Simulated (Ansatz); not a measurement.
Rutile TiO₂, treated with RPBE (Ansatz, a first-principles code, plane waves, PAW).

Run with plane-wave cutoff 520 eV, 8×8×12 k mesh (along the axes of the cell as run), Fermi–Dirac smearing 0.01 eV, no spin polarisation, scalar-relativistic PAW data made under PBE.

Cell (measured lattice):

TiO2 is modelled in the tetragonal space group P4₂/mnm (No. 136), the rutile structure, Pearson symbol tP6. Lattice parameters: a = b = 4.5940 Å, c = 2.9580 Å, α = β = γ = 90.00°. Ti on 2a is surrounded by 6 O at 1.947–1.982 Å (octahedral). O on 4f is coordinated by 3 Ti at 1.947–1.982 Å (trigonal planar). (Neighbours: up to the widest gap in distance over summed covalent radii, below 1.35, at either atom; cation-cation and far metal-metal contacts left out.)

Problem. What does this level give for the band gap?

Solution. 
band gap: 1.94 eV (direct)

Note: cell and atoms aren't relaxed at this level (largest force component 0.10 eV/Å, pressure 10.3 GPa).

Static lattice: no zero-point or thermal effects.
